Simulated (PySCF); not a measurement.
Gas-phase reaction: PO + PH ⇌ 2 P + OH

Computed with PySCF and rigid-rotor harmonic-oscillator thermochemistry at 1 bar. Table values come from the NASA 1993 polynomials. † marks an energy on the PBE0/def2-TZVP geometry and frequencies; other levels use their own. 6-31G* has spherical d functions here. Open shells (unrestricted): PO (multiplicity 2, electronic degeneracy 4), PH (multiplicity 3), P (multiplicity 4), OH (multiplicity 2, electronic degeneracy 4). Spin-orbit splitting is ignored; it lowers the true energy and changes the entropy of PO, OH. B3LYP is the form with VWN-RPA correlation. The harmonic model lacks anharmonicity and excited electronic states, which grow with temperature; levels with a mode under 35 cm⁻¹ are left out. The table's entry may be an old estimate for PO, PH, OH (not checked at source).

| level | ΔH°(298 K), kJ | minus table | ΔG°(2500 K), kJ |
|---|---|---|---|
| table | 465.6 | - | 218.8 |
| B3LYP/6-31G* | 447.4 | -18.2 | 199.9 |
| HF/6-31G* | 137.3 | -328.3 | -113.2 |
| PBE0/def2-QZVP† | 455.8 | -9.8 | 207.3 |
| PBE0/def2-TZVP | 455.4 | -10.2 | 207.0 |
| ωB97X-V/def2-TZVP† | 490.4 | 24.8 | 241.9 |
